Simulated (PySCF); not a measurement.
# Structure elucidation problem

Molecular formula: C$_{6}$H$_{4}$O$_{2}$. Simulated spectra:

1H NMR (400 MHz, computed): δ 6.82 (s, 4H).

13C{1H} NMR (computed): δ 197.3 (C, 2C), 142.7 (CH, 4C).

Relativity neglected, fast rotation and ring inversion assumed for equivalent nuclei, no solvent model, single conformer. GIAO B97-2/pcSseg-2 shieldings; structure optimised with PBE0-D3(BJ)/def2-TZVP; PySCF.

δ = σ(ref) − σ, references computed at the same level: TMS for 1H (σ = 31.64 ppm), 13C (σ = 185.38 ppm).

What is the structure?

Results:


Rings plus π bonds: 5 (1 ring in the answer). 2 carbon signals for 6 carbons: some carbons are equivalent by symmetry or fast rotation. Carbon types of the structure: 2 × C, 4 × CH, which accounts for all hydrogens. δC 197.3: ketone carbonyl carbon; the double bond to the heteroatom, with no lone-pair donor beside it, deshields it most. δC 142.7: β carbon of a C=C–C=O unit; conjugation with the carbonyl draws π density from the β position. δH 6.82: hydrogen on a β carbon of a C=C–C=O unit; a vinylic proton, deshielded by the sp2 carbon and the C=C anisotropy.

These data were computed for Benzoquinone.

The data come from this structure; uniqueness wasn't tested.

Shifts are as computed. Against solution values, carbons near 30 ppm lie about +3 ppm off and those near 130 ppm about +7 ppm. Of 1313 compounds with measured shifts, 239 miss one by over three times the rms of a fit or turn the order of signals round; such compounds aren't used in these exercises.
